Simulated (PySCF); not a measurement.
# SiCl: relaxation and vibrations of the doublet

Aim: relax SiCl as a doublet from a linear start, check by its vibrations whether the end is a minimum, and collect its spectrum and constants.

Method: PBE0, basis Si def2-TZVPD, Cl def2-TZVPD, no relativity, density fitting; program: PySCF 2.14.0.

## Step 1: Where the work starts

2 atoms, charge 0, spin multiplicity 2.

Bond lengths: Si1–Cl2 2.257 Å.

```xyz
2
charge 0 multiplicity 2
Si    0.0000    0.0000    0.0000
Cl    0.0000    0.0000    2.2570
```

## Step 2: Finding the electronic state

One driver script runs all steps and calls PySCF; scf.py shows how it sets up the SCF of each step. The optimiser is the driver's own. After this first run the driver tries any further starts and a stability analysis.

scf.py reads:

```python
from pyscf import gto, scf, dft
mol = gto.M(atom='''
Si     0.000000     0.000000     0.000000
Cl     0.000000     0.000000     2.257000''',
    basis={'Si': 'def2-TZVPD', 'Cl': 'def2-TZVPD'},
    charge=0, spin=1)
mf = dft.UKS(mol, xc='PBE0')
mf.grids.atom_grid = (50, 194)
aux = {'Si': 'def2-universal-JKFIT', 'Cl': 'def2-universal-JKFIT'}
mf = mf.density_fit(auxbasis=aux)
mf.conv_tol = 1e-08
mf.diis_space = 10
mf.max_cycle = 60
mf.init_guess = 'minao'
mf.verbose = 4
mf.kernel()
```

Command:

```bash
> OMP_NUM_THREADS=2 python axn.py task.json out
```

The program printed:

```text
init E= -749.308156993768
[... the frontier-level lines of each cycle are left out ...]
cycle= 1 E= -749.361977537648  delta_E= -0.0538  |g|= 0.229  |ddm|= 0.771
cycle= 2 E= -749.248578876281  delta_E= 0.113  |g|= 0.486  |ddm|= 0.669
cycle= 3 E= -749.402916838084  delta_E= -0.154  |g|= 0.0215  |ddm|= 0.403
cycle= 4 E= -749.403135398103  delta_E= -0.000219  |g|= 0.00686  |ddm|= 0.0249
cycle= 5 E= -749.403173117237  delta_E= -3.77e-05  |g|= 0.00186  |ddm|= 0.00981
cycle= 6 E= -749.403177984668  delta_E= -4.87e-06  |g|= 0.000411  |ddm|= 0.00404
cycle= 7 E= -749.403178308995  delta_E= -3.24e-07  |g|= 0.000231  |ddm|= 0.00109
cycle= 8 E= -749.403178378142  delta_E= -6.91e-08  |g|= 8.2e-05  |ddm|= 0.000431
cycle= 9 E= -749.403178393474  delta_E= -1.53e-08  |g|= 2.29e-05  |ddm|= 0.00027
cycle= 10 E= -749.403178394443  delta_E= -9.69e-10  |g|= 4.37e-06  |ddm|= 6.48e-05
Extra cycle  E= -749.40317839447  delta_E= -2.68e-11  |g|= 2.19e-06  |ddm|= 7.91e-06
converged SCF energy = -749.40317839447  <S^2> = 0.75751542  2S+1 = 2.0075013
```

This step, with its further starts and checks, needed 2.6 s of wall time on 2 threads of Arm Neoverse V1, shared host.

No lower solution of this spin turned up in the test of internal stability.

## Step 3: Relaxing the doublet from the linear start

The program finds C∞v symmetry in the start, which this walk keeps.

Edit scf.py of step 2 so:

```diff
@@ -3,2 +3,2 @@
-Si     0.000000     0.000000     0.000000
-Cl     0.000000     0.000000     2.257000''',
+Si     0.000000     0.000000    -1.253852
+Cl     0.000000     0.000000     1.003148''',
@@ -14 +13,0 @@
-mf.init_guess = 'minao'
```

The optimiser's trace:

```csv
step,energy (Eh),change (kJ/mol),largest symmetric gradient (Eh/bohr)
0,-749.403178,0.00,0.03950
1,-749.410762,-19.91,0.01244
2,-749.411131,-20.88,0.00760
3,-749.411291,-21.30,0.00072
4,-749.411292,-21.30,0.00004
```

The walk took 4 s.

End point (C∞v, 4 steps, 21.3 kJ/mol gained): Si–Cl 2.068 Å.

## Step 4: Vibrations and properties at this point

The point is checked on the finer grid, and tightened if its gradient asks for it. The Hessian and the dipole derivatives come from central differences of analytic gradients, with steps of 0.02 bohr.

Edit scf.py of step 3 so:

```diff
@@ -3,2 +3,2 @@
-Si     0.000000     0.000000    -1.253852
-Cl     0.000000     0.000000     1.003148''',
+Si     0.000000    -0.000000    -1.148738
+Cl     0.000000     0.000000     0.919051''',
@@ -8 +8 @@
-mf.grids.atom_grid = (50, 194)
+mf.grids.atom_grid = (75, 302)
@@ -11 +11 @@
-mf.conv_tol = 1e-08
+mf.conv_tol = 1e-10
```

The driver hands on the density of the step before, so the log starts near convergence.

SCF at the final geometry:

```text
init E= -749.411283462006
[... the frontier-level lines of each cycle are left out ...]
cycle= 1 E= -749.411283462008  delta_E= -2.16e-12  |g|= 5.36e-07  |ddm|= 2.65e-06
Extra cycle  E= -749.411283462008  delta_E=    0  |g|= 5.44e-07  |ddm|= 2.64e-06
converged SCF energy = -749.411283462008  <S^2> = 0.75775629  2S+1 = 2.0077413
```

The whole step took 12 s.

Geometry: C∞v; Si–Cl 2.068 Å.

Modes, for the most abundant isotopes:

| ω (cm⁻¹) | IR (km/mol) |
| --- | --- |
| 532 | 106 |

All wavenumbers are real: a minimum.

Here the density breaks the symmetry of the frame, and no labels are given; pairs that should be degenerate can split.

Constants and moments:

```
Dipole moment                                                   : 0.78 D
Highest occupied level                                          : -5.22 eV
Lowest empty level                                              : -3.07 eV
Rotational constants                                            : 0.2537 cm⁻¹
Zero-point energy                                               : 3.2 kJ/mol
Principal polarisabilities                                      : 38.6, 45.4, 58.9 bohr³
Atomisation energy without zero-point energy                    : 430 kJ/mol
Principal traceless quadrupole moments about the centre of mass : -2.99, -0.17, 3.15 D Å
Entropy at 298.15 K and 1 bar (electronic part: spin only)      : 232.8 J/(mol K)
Heat capacity Cp at 298.15 K                                    : 34.0 J/(mol K)
Enthalpy at 298.15 K above 0 K                                  : 9.20 kJ/mol
Rotational symmetry number                                      : 1
Spin squared ⟨S²⟩                                               : 0.758
```

Populations by atom (charges in e):

```json
{"atom": "Si1", "Mulliken": "0.20", "Löwdin": "0.09", "polar tensor": "0.49", "spin (Mulliken)": "0.96", "Mayer order to Si1": "–"}
{"atom": "Cl2", "Mulliken": "-0.20", "Löwdin": "-0.09", "polar tensor": "-0.49", "spin (Mulliken)": "0.04", "Mayer order to Si1": "1.26"}
```

Mulliken populations on Si1: s 5.91, p 7.71, d 0.15, f 0.02.

## Step 5: Results

| quantity | value |
| --- | --- |
| minimum | doublet, C∞v |
| geometry | Si–Cl 2.068 Å |
| wavenumbers (cm⁻¹) | 532 |
| dipole moment | 0.78 D |
| highest occupied, lowest empty level (either spin) | -5.22, -3.07 eV |
| polar-tensor charge of Si1 | +0.49 e |
| zero-point energy | 3.2 kJ/mol |
| entropy at 298.15 K | 232.8 J/(mol K) |
| atomisation energy (no zero-point energy) | 430 kJ/mol |
| ⟨S²⟩ | 0.758 |

The molecule stays C∞v, as typed, and the end point is a minimum. In the infrared the band at 532 cm⁻¹ leads. Most of the spin sits on Si1 (Mulliken spin 0.96, against 1 for the whole molecule). Other starts or spin states, not run here, may lie lower. The SCF density has lower symmetry than the nuclear frame.

The search up to here took 18 s.
